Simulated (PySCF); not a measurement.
## Computed NMR parameters against published values

Bonds (- single, = double, # triple, : aromatic): C1=C2 1.322 Å, C2-S3 1.761 Å, S3-C4 1.678 Å, C4#N5 1.155 Å. C1 carries H6, H7; C2 carries H8. H6 is cis to S3; H7 is trans to S3.

What is known from experiment: δ ¹H H8 6.19; H7 5.70; H6 5.66 ppm (measured; solution, not stated per compound (mostly CDCl3 or CCl4); Pretsch, Buehlmann, Badertscher, Structure Determination of Organic Compounds, 4th ed. (2009)).

PySCF 2.14 calculation with PBE0-D3(BJ)/def2-TZVP geometry and GIAO B97-2/pcSseg-2 shieldings; one conformer, no relativistic terms, no solvent model.

Question: What does the calculation give, and how does it compare?

Answer: 
Reference values: measured (solution, not stated per compound (mostly CDCl3 or CCl4); Pretsch, Buehlmann, Badertscher, Structure Determination of Organic Compounds, 4th ed. (2009)).
```json
{"atoms": "H8", "quantity": "δ ¹H", "reference": "6.19", "computed": "6.03", "computed, scaled": "5.80"}
{"atoms": "H7", "quantity": "δ ¹H", "reference": "5.70", "computed": "5.88", "computed, scaled": "5.65"}
{"atoms": "H6", "quantity": "δ ¹H", "reference": "5.66", "computed": "6.14", "computed, scaled": "5.90"}
```

Computed shifts are σ(ref) − σ with the named reference compound (TMS for H and C) calculated as an isolated molecule at the same level. The measured values may be among those fitted. Empirical linear scaling, fitted to shifts measured mostly in CDCl3 for H and C (δ vs TMS): ¹H (scatter 0.14 ppm rms, 0.16 ppm with the 4 outliers that the fit left out). A few per cent of atoms miss by over 2 rms, more outside the fitted compound classes.

Question: How far are the unscaled ¹H shifts from the references?

Answer: Mean signed difference +0.17 ppm, mean absolute 0.27 ppm over 3 comparisons; the largest is +0.48 ppm at H6 (hydrogen on a terminal =CH2 carbon).
